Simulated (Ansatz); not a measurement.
in.yaml

```yaml
crystal:
  periodic: [false, false, false]
  atoms:
    - {symbol: Al, position_ang: [-0.054100, 0.000227, -0.132547]}
    - {symbol: H, position_ang: [0.454489, 0.001882, 1.985993]}
    - {symbol: H, position_ang: [-0.488725, -0.011307, 1.949802]}
    - {symbol: H, position_ang: [0.739068, 1.383390, -0.188576]}
    - {symbol: H, position_ang: [0.743379, -1.380049, -0.199069]}
basis:
  gaussian: {orbitals: cc-pVDZ}
magnetization: {spin_polarized: false, initial_magnetization: 1}
correlation: {method: ccsdt_q_b, electrons: outside_noble_gas}
```

```sh
$ ansatz run in.yaml --threads 1 --pin off --events-out ev --progress --plain --max-ram 2393MiB
```

Log:

```
708 factors; integrals over basis functions are off by at most 2.2e-7 eV
mean field evaluation 1: about -6642.4293 eV, gradient 9.0e0 eV
mean field evaluation 2: about -6642.4468 eV, gradient 9.1e0 eV
mean field evaluation 4: about -6643.2353 eV, gradient 4.7e-1 eV
mean field evaluation 8: about -6643.2417 eV, gradient 1.4e-1 eV
mean field evaluation 16: about -6643.1189 eV, gradient 2.4e0 eV
mean field evaluation 32: about -6639.8441 eV, gradient 2.2e-2 eV
mean field -6643.24210339 eV, -244.1346443482 hartree, gradient 2.7e-6 eV, S^2 0.750000; 1 other end points of the search recorded, 0 dependent functions left out
mean field evaluation 64: about -6643.2620 eV, gradient 2.5e-1 eV
determinant -6643.24210339 eV, -244.1346443482 hartree, with singles and doubles -6646.46975219 eV, -244.2532582540 hartree
determinant -6639.84410102 eV, -244.0097700644 hartree, with singles and doubles -6643.35495375 eV, -244.1387915225 hartree
5 core orbitals not correlated: weight in the atoms' cores, before any rotation towards them, 1.000 or more for the frozen orbitals, at most 0.000 for the correlated occupied ones
reference -6643.24210339 eV, -244.1346443482 hartree; 4, 3 occupied and 29, 30 virtual orbitals, 708 factors
second order -2.41954312 eV of doubles, -0.01467078 eV of singles
cycle   1  -2.98567158 eV  change   -5.5e-1 eV  update   6.2e-2
cycle   2  -3.26717477 eV  change   -2.8e-1 eV  update   2.7e-2
cycle   3  -3.28396162 eV  change   -1.7e-2 eV  update   8.8e-3
cycle   4  -3.28825402 eV  change   -4.3e-3 eV  update   3.9e-3
cycle   5  -3.28695660 eV  change    1.3e-3 eV  update   1.5e-3
cycle   6  -3.28663955 eV  change    3.2e-4 eV  update   6.1e-4
cycle   7  -3.28696982 eV  change   -3.3e-4 eV  update   2.4e-4
cycle   8  -3.28703337 eV  change   -6.4e-5 eV  update   8.7e-5
cycle   9  -3.28698637 eV  change    4.7e-5 eV  update   3.3e-5
cycle  10  -3.28697570 eV  change    1.1e-5 eV  update   1.4e-5
cycle  11  -3.28697789 eV  change   -2.2e-6 eV  update   6.1e-6
cycle  12  -3.28697911 eV  change   -1.2e-6 eV  update   2.0e-6
cycle  13  -3.28698015 eV  change   -1.0e-6 eV  update   9.0e-7
cycle  14  -3.28697925 eV  change    9.0e-7 eV  update   4.0e-7
cycle  15  -3.28697885 eV  change    3.9e-7 eV  update   1.8e-7
perturbative correction -0.00085114 eV, -0.0000312788 hartree
Total energy: -6646.52993338 eV, -244.2554698719 hartree
```

Ran on 1 thread of Arm Neoverse V1, shared host: 7.5 s wall, 0.17 GiB peak host memory.
